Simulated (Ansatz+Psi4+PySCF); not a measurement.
doublet CHO: levels of theory in one basis

```xyz
3

C     0.0626    0.5939    0.0000
O     0.0626   -0.5969    0.0000
H    -0.8758    1.2118    0.0000
```

Basis set: cc-pVTZ (spherical functions). Correlated methods keep 2 orbitals frozen. Correlation on ROHF uses semicanonical orbitals with singles. Charge 0, multiplicity 2.

Computed with Ansatz (development build ahead of 0.2.0) and Psi4 1.11; each method stands on the lowest determinant of its kind that the runs found.

| method | E − E(ROHF) (eV) | <S²> of the determinant |
| --- | --- | --- |
| ROHF | 0.00 | 0.75 |
| UHF | -0.16 | 0.77 |
| ROHF-MP2 | -10.25 | – |
| UHF-MP2 | -10.21 | 0.77 |
| ROHF-CCSD | -10.38 | – |
| UHF-CCSD | -10.39 | 0.77 |
| ROHF-CCSD(T) | -10.86 | – |
| UHF-CCSD(T) | -10.86 | 0.77 |
